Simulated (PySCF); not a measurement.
# Quadrupole coupling of HBO: levels of theory against gas-phase measurements

Values to reproduce (atoms as numbered below): 11B at B1: χzz = -3.8 MHz [1].
[1] measured, gas; W. C. Bailey, Calculation of NQCC in Gaseous State Molecules (compilation of microwave values)

Compound: HBO.
SMILES with atom numbers: `[BH:1]=[O:2]` (hydrogens: H3 on B1)

What do the calculations give?

PySCF, non-relativistic, all at one geometry, with Q(11B) = 0.04059 b:

```json
{"level": "B3LYP/pcJ-0", "functions": "29", "11B B1 (MHz)": "-3.073", "computed/reference − 1 (%)": "-19.1"}
{"level": "B3LYP/6-31G*", "functions": "30", "11B B1 (MHz)": "-3.401", "computed/reference − 1 (%)": "-10.5"}
{"level": "B3LYP/pcJ-1", "functions": "64", "11B B1 (MHz)": "-3.807", "computed/reference − 1 (%)": "+0.2"}
{"level": "B3LYP/def2-TZVP", "functions": "68", "11B B1 (MHz)": "-4.133", "computed/reference − 1 (%)": "+8.8"}
{"level": "B3LYP/cc-pVTZ", "functions": "74", "11B B1 (MHz)": "-3.999", "computed/reference − 1 (%)": "+5.2"}
{"level": "B3LYP/aug-cc-pVTZ-J", "functions": "112", "11B B1 (MHz)": "-4.140", "computed/reference − 1 (%)": "+8.9"}
{"level": "B3LYP/pcJ-2", "functions": "126", "11B B1 (MHz)": "-3.997", "computed/reference − 1 (%)": "+5.2"}
{"level": "B97-2/pcJ-1", "functions": "64", "11B B1 (MHz)": "-3.654", "computed/reference − 1 (%)": "-3.9"}
{"level": "BHandHLYP/pcJ-1", "functions": "64", "11B B1 (MHz)": "-4.004", "computed/reference − 1 (%)": "+5.4"}
{"level": "CAM-B3LYP/pcJ-1", "functions": "64", "11B B1 (MHz)": "-3.869", "computed/reference − 1 (%)": "+1.8"}
{"level": "HF/pcJ-1", "functions": "64", "11B B1 (MHz)": "-4.143", "computed/reference − 1 (%)": "+9.0"}
{"level": "KT2/pcJ-1", "functions": "64", "11B B1 (MHz)": "-3.413", "computed/reference − 1 (%)": "-10.2"}
{"level": "LDA/pcJ-1", "functions": "64", "11B B1 (MHz)": "-3.553", "computed/reference − 1 (%)": "-6.5"}
{"level": "PBE/pcJ-1", "functions": "64", "11B B1 (MHz)": "-3.553", "computed/reference − 1 (%)": "-6.5"}
{"level": "PBE0/pcSseg-1", "functions": "39", "11B B1 (MHz)": "-4.157", "computed/reference − 1 (%)": "+9.4"}
{"level": "PBE0/pcJ-1", "functions": "64", "11B B1 (MHz)": "-3.718", "computed/reference − 1 (%)": "-2.2"}
```

Closest here is B3LYP/pcJ-1 (0.2 % unsigned error), furthest B3LYP/pcJ-0 (19.1 %); one molecule doesn't rank methods. Computed values are for fixed nuclei, while measured ones can include vibrational averaging. Isolated species at its PBE0-D3(BJ)/def2-SVP geometry, gas phase.
